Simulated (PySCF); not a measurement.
## TDDFT beside published excitation energies

Published values to compare with (the computed states carry no symmetry labels, so the two lists aren't matched line by line):

| state | E (eV) | f | kind of transition | source |
| --- | --- | --- | --- | --- |
| 3Au(n→π*) | 2.49 |  | vertical absorption | [1] |
| 3Au(n→π*) | 2.50 |  | band maximum or as reported | [2] |
| 1Au(S1) | 2.72 |  | 0-0 transition | [3] |
| 1Au(n→π*) | 2.80 |  | band maximum or as reported | [2] |
| 1Au(n→π*) | 2.88 | 0.000 | vertical absorption | [1] |
| 3Bg(n→π*) | 3.89 |  | vertical absorption | [1] |
| 1Bg(n→π*) | 4.24 |  | vertical absorption | [1] |
| 3Bu(π→π*) | 5.15 |  | vertical absorption | [1] |
| 1Ag(double) | 5.61 | 0.000 | vertical absorption | [1] |
| 3Ag(π→π*) | 6.30 |  | vertical absorption | [1] |
| 1Bg(n→π*) | 6.57 |  | vertical absorption | [1] |
| 1Bu(n→3p) | 7.71 | 0.095 | vertical absorption | [1] |

[1] computed, theoretical best estimate (aug-cc-pVTZ, frozen core, CC3 geometry), gas; Veril, Scemama, Caffarel, Lipparini, Boggio-Pasqua, Jacquemin, Loos, WIREs Comput. Mol. Sci. 2021, 11, e1517 (QUESTDB)
[2] measured, gas; Loos, Lipparini, Boggio-Pasqua, Scemama, Jacquemin (2019), arXiv:1912.04173, literature columns
[3] measured, gas; Analytical gradients for NEO-TDDFT (2021), arXiv:2105.05191, experiment column

Glyoxal, C2H2O2.
InChI=1S/C2H2O2/c3-1-2-4/h1-2H

Computed, not measured: TDDFT CAM-B3LYP/aug-cc-pVTZ, vertical, gas phase, core orbitals frozen in the response in PySCF 2.14.0, density-fitted response routines. The structure is a single PBE0-D3(BJ)/def2-TZVP conformer in the gas phase; no vibrational or solvent corrections. Torsions of this conformer, `[O:1]=[CH:2][CH:3]=[O:4]`: O1–C2–C3–O4 180°.

Computed singlets: 2.77 eV (f 0.000); 4.35 eV (f 0.000); 6.55 eV (f 0.000); 7.17 eV (f 0.000); 7.45 eV (f 0.106); 7.86 eV (f 0.055); 8.07 eV (f 0.003); 8.07 eV (f 0.311); 8.17 eV (f 0.001); 8.21 eV (f 0.003). Computed triplets (Tamm–Dancoff): 2.19, 3.71, 5.03, 6.17 eV.

How does the lowest computed singlet compare with the best estimate listed for the lowest singlet (vertical absorption)?

2.77 eV against 2.88 eV for 1Au(n→π*) [1]: a difference of -0.11 eV. Geometry and basis of the two calculations needn't be the same.

How does the lowest computed triplet compare with the best estimate listed for the lowest triplet (vertical absorption)?

2.19 eV against 2.49 eV for 3Au(n→π*) [1]: a difference of -0.30 eV. Geometry and basis of the two calculations needn't be the same.

Adiabatic (Te) and 0-0 energies refer to the relaxed excited state and aren't the vertical quantity computed here.

A measured band maximum holds vibronic effects and, in solution, solvent shifts, so it needn't equal the vertical energy.

States of double-excitation character are out of reach of adiabatic linear-response TDDFT and have no counterpart, or a poor one, in the computed list.
